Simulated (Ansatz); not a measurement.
**C3H5NO (methoxyacetonitrile) at 6 levels**

Wanted: a comparison of 6 runs (HF/STO-3G, B3LYP/6-31G*, MP2/3-21G, CASSCF(4,4)/x2c-SVPall, CCSD/STO-3G) of C3H5NO (methoxyacetonitrile). 

Program for the calculation: Ansatz 0.2.0.

1 further run of the same task is left out (it didn't finish).

### 1 The structure to begin with

The species is C3H5NO (10 atoms), meant as a singlet with charge 0. As SMILES, `COCC#N`. The coordinates come from a PBE0-D4/def2-TZVP relaxation. This is one conformer, not always the lowest.

Bond lengths: C1–O2 1.406 Å, O2–C3 1.395 Å, C3–C4 1.459 Å, C4–N5 1.148 Å, C1–H6 1.098 Å, C1–H7 1.089 Å, C1–H8 1.098 Å, C3–H9 1.101 Å, C3–H10 1.101 Å. Some angles: C1–O2–C3 111.6°, O2–C3–C4 109.6°, C3–C4–N5 178.2°, O2–C1–H6 111.4°, O2–C1–H7 107.0°, O2–C1–H8 111.4°, O2–C3–H9 111.7°, O2–C3–H10 111.7°, C4–C3–H9 108.2°, C4–C3–H10 108.2°.

### 2 Energy and gradient at HF/STO-3G (run 1)

Contents of molecule.yaml:

```yaml
crystal:
  periodic: [false, false, false]
  atoms:
    - {symbol: C, position_ang: [0.002500, -0.162100, -1.509400]}
    - {symbol: O, position_ang: [0.669600, -0.111300, -0.272700]}
    - {symbol: C, position_ang: [-0.217300, 0.116000, 0.780100]}
    - {symbol: C, position_ang: [0.518300, 0.160200, 2.039200]}
    - {symbol: "N", position_ang: [1.066300, 0.200800, 3.047400]}
    - {symbol: H, position_ang: [-0.510800, 0.783800, -1.727000]}
    - {symbol: H, position_ang: [0.758500, -0.341100, -2.272200]}
    - {symbol: H, position_ang: [-0.733400, -0.976600, -1.534700]}
    - {symbol: H, position_ang: [-0.975100, -0.679200, 0.851800]}
    - {symbol: H, position_ang: [-0.753400, 1.070000, 0.660800]}
basis:
  gaussian:
    orbitals: STO-3G
hamiltonian:
  xc: hf
accuracy: high
output:
  forces: true
  orbitals: {seedname: orbitals}
```

Run with:

```
$ ansatz run molecule.yaml --threads 1 --pin off --max-ram 2610MiB --events-out events.jsonl --progress --plain --runs-dir runs
```

Standard output (excerpt; [...] marks lines left out):

```text
Warning: RAYON_NUM_THREADS=1 ignored (pool sized by the plan → 1); use --threads N
Functional definition: HF
  name "HF"
[...]
603 factors; integrals over basis functions are off by at most 1.8e-8 eV
[...]
mean field -6603.46351827 eV, -242.6728083083 hartree, gradient 2.1e-8 eV, S^2 0.000000; 0 other end points of the search recorded, 0 dependent functions left out
[...]
reference -6603.46351827 eV, -242.6728083083 hartree; 19, 19 occupied and 11, 11 virtual orbitals, 603 factors
Total energy: -6603.46351827 eV, -242.6728083083 hartree
Atom 0 at     0.002500    -0.162100    -1.509400 Å, force    -0.900000     0.031538    -0.744791 eV/Å
Atom 1 at     0.669600    -0.111300    -0.272700 Å, force     2.341517    -0.330069    -0.303097 eV/Å
Atom 2 at    -0.217300     0.116000     0.780100 Å, force    -2.183203     0.262348    -0.132499 eV/Å
Atom 3 at     0.518300     0.160200     2.039200 Å, force     0.316333     0.026352     0.605860 eV/Å
Atom 4 at     1.066300     0.200800     3.047400 Å, force     0.548238     0.027595     0.889840 eV/Å
Atom 5 at    -0.510800     0.783800    -1.727000 Å, force    -0.002791    -0.138272    -0.105438 eV/Å
Atom 6 at     0.758500    -0.341100    -2.272200 Å, force     0.032702    -0.018678    -0.137708 eV/Å
Atom 7 at    -0.733400    -0.976600    -1.534700 Å, force     0.028848     0.109845    -0.131565 eV/Å
Atom 8 at    -0.975100    -0.679200     0.851800 Å, force    -0.087558     0.039988     0.026657 eV/Å
Atom 9 at    -0.753400     1.070000     0.660800 Å, force    -0.094087    -0.010646     0.032741 eV/Å
Dipole moment:    -0.555757     0.005106    -0.597752 e Å
```

It took 1.1 s on 1 thread of Intel Xeon Platinum 8259CL at 2.50GHz (Skylake/Cascade Lake), shared host; peak memory 0.093 GiB.

### 3 Energy and forces at B3LYP/6-31G(d) (spherical functions) (run 2)

Contents of in.yaml:

```yaml
crystal:
  periodic: [false, false, false]
  atoms:
    - {symbol: C, position_ang: [0.002500, -0.162100, -1.509400]}
    - {symbol: O, position_ang: [0.669600, -0.111300, -0.272700]}
    - {symbol: C, position_ang: [-0.217300, 0.116000, 0.780100]}
    - {symbol: C, position_ang: [0.518300, 0.160200, 2.039200]}
    - {symbol: N, position_ang: [1.066300, 0.200800, 3.047400]}
    - {symbol: H, position_ang: [-0.510800, 0.783800, -1.727000]}
    - {symbol: H, position_ang: [0.758500, -0.341100, -2.272200]}
    - {symbol: H, position_ang: [-0.733400, -0.976600, -1.534700]}
    - {symbol: H, position_ang: [-0.975100, -0.679200, 0.851800]}
    - {symbol: H, position_ang: [-0.753400, 1.070000, 0.660800]}
basis:
  gaussian:
    orbitals: 6-31G_st_-spherical.json
hamiltonian:
  xc: {name: B3LYP}
accuracy: high
output: {forces: true, orbitals: {seedname: orbitals}}
```

The basis set 6-31G* is read from a file made from the Basis Set Exchange's data (not shown).

Run with:

```
$ ansatz run in.yaml --threads 1 --pin off --max-ram 2610MiB --events-out events.jsonl --progress --plain --runs-dir runs
```

Standard output (excerpt; [...] marks lines left out):

```text
Warning: RAYON_NUM_THREADS=1 ignored (pool sized by the plan → 1); use --threads N
Functional definition: B3LYP
  name "B3LYP"
[...]
1900 factors; integrals over basis functions are off by at most 3.1e-9 eV
[...]
mean field -6728.07400655 eV, -247.2521592882 hartree, gradient 2.9e-8 eV, S^2 0.000000; 0 other end points of the search recorded, 0 dependent functions left out
[...]
reference -6728.07403975 eV, -247.2521605083 hartree; 19, 19 occupied and 61, 61 virtual orbitals, 1900 factors
Total energy: -6728.07403975 eV, -247.2521605083 hartree
Atom 0 at     0.002500    -0.162100    -1.509400 Å, force    -0.065268    -0.014785    -0.205761 eV/Å
Atom 1 at     0.669600    -0.111300    -0.272700 Å, force     0.398159    -0.054556    -0.032802 eV/Å
Atom 2 at    -0.217300     0.116000     0.780100 Å, force    -0.261910     0.040535     0.064730 eV/Å
Atom 3 at     0.518300     0.160200     2.039200 Å, force    -0.474603    -0.036678    -0.889211 eV/Å
Atom 4 at     1.066300     0.200800     3.047400 Å, force     0.693838     0.049295     1.257597 eV/Å
Atom 5 at    -0.510800     0.783800    -1.727000 Å, force    -0.073688     0.092672    -0.052976 eV/Å
Atom 6 at     0.758500    -0.341100    -2.272200 Å, force     0.081141    -0.017990    -0.074049 eV/Å
Atom 7 at    -0.733400    -0.976600    -1.534700 Å, force    -0.095375    -0.080219    -0.033356 eV/Å
Atom 8 at    -0.975100    -0.679200     0.851800 Å, force    -0.109389    -0.054637    -0.010162 eV/Å
Atom 9 at    -0.753400     1.070000     0.660800 Å, force    -0.092905     0.076363    -0.024010 eV/Å
Dipole moment:    -0.607151    -0.002921    -0.730950 e Å
```

Wall time 13 s (1 thread of Intel Xeon Platinum 8259CL at 2.50GHz (Skylake/Cascade Lake), shared host); peak memory 0.27 GiB.

Runs 3 to 4 aren't shown in full; the table further down has their settings and results.

### 4 Energy and gradient at CASSCF(4,4)/x2c-SVPall (sfX2C, density fitting with def2-universal-jkfit) (run 5)

Changes to molecule.yaml since step 2:

```diff
@@ -7,3 +7,3 @@
     - {symbol: C, position_ang: [0.518300, 0.160200, 2.039200]}
-    - {symbol: "N", position_ang: [1.066300, 0.200800, 3.047400]}
+    - {symbol: N, position_ang: [1.066300, 0.200800, 3.047400]}
     - {symbol: H, position_ang: [-0.510800, 0.783800, -1.727000]}
@@ -15,8 +15,9 @@
   gaussian:
-    orbitals: STO-3G
+    orbitals: x2c-SVPall.json
+    fitting: {mean_field: def2-universal-jkfit}
 hamiltonian:
-  xc: hf
-accuracy: high
-output:
-  forces: true
-  orbitals: {seedname: orbitals}
+  pseudopotentials: {relativity: scalar}
+correlation:
+  active_space: {window: {electrons: 4, orbitals: 4}, states: [{multiplicity: 1, weights: [1]}]}
+  electrons: all
+output: {forces: true, orbitals: {seedname: orbitals}}
```

The basis set x2c-SVPall is read from a file made from the Basis Set Exchange's data (not shown).

Run with:

```
$ ansatz run molecule.yaml --threads 1 --pin off --max-ram 2610MiB --events-out events.jsonl --progress --plain --runs-dir runs
```

Standard output (excerpt; [...] marks lines left out):

```text
Warning: RAYON_NUM_THREADS=1 ignored (pool sized by the plan → 1); use --threads N
[... 2 set-up lines as earlier in the session ...]
[...]
469 factors; integrals over basis functions are off by at most 2.5e-1 eV
[...]
mean field -6686.56520863 eV, -245.7267391006 hartree, gradient 1.0e-6 eV, S^2 0.000000; 0 other end points of the search recorded, 0 dependent functions left out
reference -6686.56520863 eV, -245.7267391006 hartree; 19, 19 occupied and 76, 76 virtual orbitals, 469 factors
state -6688.74360074 eV, -245.8067935338 hartree
[...]
Total energy: -6688.74360074 eV, -245.8067935338 hartree
Relativity: scalar
Atom 0 at     0.002500    -0.162100    -1.509400 Å, force     0.396316    -0.031922     0.172201 eV/Å
Atom 1 at     0.669600    -0.111300    -0.272700 Å, force    -1.083789     0.134206    -0.020591 eV/Å
Atom 2 at    -0.217300     0.116000     0.780100 Å, force    -0.081952    -0.061781    -0.664633 eV/Å
Atom 3 at     0.518300     0.160200     2.039200 Å, force    -0.129365    -0.020146    -0.337017 eV/Å
Atom 4 at     1.066300     0.200800     3.047400 Å, force     0.463515     0.034613     0.855605 eV/Å
Atom 5 at    -0.510800     0.783800    -1.727000 Å, force     0.090070    -0.123196     0.040088 eV/Å
Atom 6 at     0.758500    -0.341100    -2.272200 Å, force    -0.100843     0.015231     0.018941 eV/Å
Atom 7 at    -0.733400    -0.976600    -1.534700 Å, force     0.118932     0.103454     0.016118 eV/Å
Atom 8 at    -0.975100    -0.679200     0.851800 Å, force     0.186369     0.154299    -0.060222 eV/Å
Atom 9 at    -0.753400     1.070000     0.660800 Å, force     0.140749    -0.204759    -0.020490 eV/Å
Dipole moment:    -0.676296     0.005084    -0.737764 e Å
```

Wall time 3.3 s (1 thread of Intel Xeon Platinum 8259CL at 2.50GHz (Skylake/Cascade Lake), shared host); peak memory 0.14 GiB.

### 5 Energy and gradient at CCSD/STO-3G (run 6)

Changes to molecule.yaml since step 4:

```diff
@@ -14,10 +14,6 @@
 basis:
-  gaussian:
-    orbitals: x2c-SVPall.json
-    fitting: {mean_field: def2-universal-jkfit}
-hamiltonian:
-  pseudopotentials: {relativity: scalar}
-correlation:
-  active_space: {window: {electrons: 4, orbitals: 4}, states: [{multiplicity: 1, weights: [1]}]}
-  electrons: all
+  gaussian: {orbitals: STO-3G}
+accuracy: high
+correlation: {method: ccsd, frozen_orbitals: {C: 1, H: 0, "N": 1, O: 1}}
 output: {forces: true, orbitals: {seedname: orbitals}}
+scf: {omitted_lower_state_checks: [cluster_reference, increment]}
```

Run with:

```
$ ansatz run molecule.yaml --threads 1 --pin off --max-ram 2610MiB --events-out events.jsonl --progress --plain --runs-dir runs
```

Standard output (excerpt; [...] marks lines left out):

```text
Warning: RAYON_NUM_THREADS=1 ignored (pool sized by the plan → 1); use --threads N
[... 2 set-up lines as earlier in the session ...]
[...]
603 factors; integrals over basis functions are off by at most 1.8e-8 eV
[...]
mean field -6603.46351827 eV, -242.6728083083 hartree, gradient 2.1e-8 eV, S^2 0.000000; 0 other end points of the search recorded, 0 dependent functions left out
5 core orbitals not correlated: weight in the atoms' cores, before any rotation towards them, 1.000 or more for the frozen orbitals, at most 0.000 for the correlated occupied ones
reference -6603.46351827 eV, -242.6728083083 hartree; 14, 14 occupied and 11, 11 virtual orbitals, 603 factors
second order -7.70896717 eV of doubles, -0.00000000 eV of singles
cycle   1  -8.39706636 eV  change   -6.9e-1 eV  update   8.3e-2
[...]
cycle  22  -8.99789380 eV  change   4.6e-10 eV  update  3.0e-10
[...]
Total energy: -6612.46141207 eV, -243.0034748064 hartree
Atom 0 at     0.002500    -0.162100    -1.509400 Å, force    -1.157739     0.067656    -0.713735 eV/Å
Atom 1 at     0.669600    -0.111300    -0.272700 Å, force     4.301116    -0.554331    -0.086859 eV/Å
Atom 2 at    -0.217300     0.116000     0.780100 Å, force    -2.301009     0.284394    -0.066519 eV/Å
Atom 3 at     0.518300     0.160200     2.039200 Å, force    -2.424949    -0.193939    -4.594673 eV/Å
Atom 4 at     1.066300     0.200800     3.047400 Å, force     3.777373     0.270290     6.862305 eV/Å
Atom 5 at    -0.510800     0.783800    -1.727000 Å, force    -0.573808     0.779408    -0.397884 eV/Å
Atom 6 at     0.758500    -0.341100    -2.272200 Å, force     0.758208    -0.188255    -0.849085 eV/Å
Atom 7 at    -0.733400    -0.976600    -1.534700 Å, force    -0.758043    -0.679714    -0.237594 eV/Å
Atom 8 at    -0.975100    -0.679200     0.851800 Å, force    -0.912748    -0.699435     0.129854 eV/Å
Atom 9 at    -0.753400     1.070000     0.660800 Å, force    -0.708400     0.913925    -0.045809 eV/Å
Dipole moment:    -0.490609     0.003385    -0.537969 e Å
Checks for a lower state left out: cluster_reference, increment
```

Wall time 2.5 s (1 thread of Intel Xeon Platinum 8259CL at 2.50GHz (Skylake/Cascade Lake), shared host); peak memory 0.11 GiB.

### 6 All runs side by side

```tsv
run	level	Cartesian functions	frozen core orbitals	energy (Eh)	dipole moment (D)	HOMO energy (eV)	LUMO energy (eV)	wall time
1	HF/STO-3G	no	–	-242.672808	3.92	-9.91	9.25	1.1 s
2	B3LYP/6-31G* (spherical functions)	no	–	-247.252161	4.56	-7.76	0.29	13 s
3	B3LYP/6-31G* (Cartesian functions)	yes	–	-247.257425	4.57	-7.77	0.27	14 s
4	MP2/3-21G	no	5	-244.919022	4.43	-11.96	5.06	3.6 s
5	CASSCF(4,4)/x2c-SVPall (sfX2C, density fitting with def2-universal-jkfit)	no	–	-245.806794	4.81	–	–	3.3 s
6	CCSD/STO-3G	no	5	-243.003475	3.50	-9.91	9.25	2.5 s
```

### 7 What came out

| quantity | value |
| --- | --- |
| run 6: total energy | -243.00347 Eh |
| run 6: dipole moment (correlated density) | 3.50 D |
| run 6: HOMO energy (Hartree–Fock orbitals) | -9.91 eV |
| run 6: LUMO energy (Hartree–Fock orbitals) | 9.25 eV |
| run 6: HOMO–LUMO gap (Hartree–Fock orbitals) | 19.16 eV |
| run 6: correlation energy (5 core orbitals frozen) | -330.7 mEh |
| run 6: T1 diagnostic | 0.007 |
| run 6: largest force on an atom | 7.838 eV/Å |

The dipole moment (its size) runs from 3.50 D (CCSD/STO-3G) to 4.81 D (CASSCF(4,4)/x2c-SVPall). The two ends differ in method and basis and Hamiltonian. Over runs 1, 2, 3 the HOMO–LUMO gap runs from 8.05 eV (B3LYP/6-31G*) to 19.16 eV (HF/STO-3G). The two ends differ in method and basis. In runs 1, 6 the basis is minimal, so the values are rough. All runs together took 37 s, the longest 14 s.
